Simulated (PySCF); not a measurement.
# AlCl: electronic excitations at several levels of theory

The runs use PySCF 2.14.0, with density-fitted response routines of our own; the level of theory stands in each step. All values are computed, except where a source is named. Atoms are numbered from 0 throughout.

### Step 1. The molecule as given

2 atoms, charge 0, multiplicity 1; geometry from: GFN2-xTB.

Bonds of the start (Å): Al0–Cl1 2.04.

### Step 2. Relaxing the molecule at PBE0-D3(BJ)/def2-TZVP

Job settings and geometry (Å):

```
{"job": {"xc": "PBE0", "basis": "def2-TZVP", "d3": "d3bj", "grid": 2, "kind": "geom"}, "charge": 0, "multiplicity": 1}
Al     0.000000     0.000000     0.000000
Cl     0.000000     0.000000     2.036740
```

**Question.** How long does this first job take on 2 threads of Arm Neoverse V1, shared host?

About 3.9 s.
